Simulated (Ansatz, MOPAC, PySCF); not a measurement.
Molecule: C4H3S (charge 0, doublet). SMILES: c1csc[c]1
Geometry: optimised at B3LYP-D3(BJ)/def2-TZVP (Ansatz, a program for electronic structure).

Unscaled harmonic wavenumbers (cm⁻¹) in rising order, each level at the stationary point that it reaches from this structure (no distance between atoms moves by over 0.3 Å); the order of modes can differ between levels, and a negative number is imaginary. B3LYP-D3(BJ)/def2-TZVP (PySCF, at the structure above): 448, 553, 606, 641, 738, 746, 797, 864, 881, 1065, 1098, 1186, 1357, 1424, 1511, 3222, 3242, 3261.

PM3 (MOPAC): 355, 504, 578, 659, 743, 746, 779, 848, 914, 1020, 1061, 1122, 1424, 1466, 1642, 3130, 3143, 3154. Zero-point energy 33.3 against 33.8 kcal/mol; where all levels lie over 400 cm⁻¹, the wavenumbers are on average 0.991 times those of B3LYP-D3(BJ)/def2-TZVP.

PM6 (MOPAC): 334, 488, 553, 645, 713, 811, 814, 820, 918, 1044, 1090, 1151, 1355, 1507, 2391, 2761, 2777, 2816. Zero-point energy 32.9 against 33.8 kcal/mol; where all levels lie over 400 cm⁻¹, the wavenumbers are on average 1.002 times those of B3LYP-D3(BJ)/def2-TZVP.

HF/6-31G* (Ansatz): 430, 586, 625, 693, 775, 780, 843, 925, 955, 1109, 1172, 1299, 1433, 1485, 1557, 3413, 3438, 3450. Zero-point energy 35.7 against 33.8 kcal/mol; where all levels lie over 400 cm⁻¹, the wavenumbers are on average 1.058 times those of B3LYP-D3(BJ)/def2-TZVP.
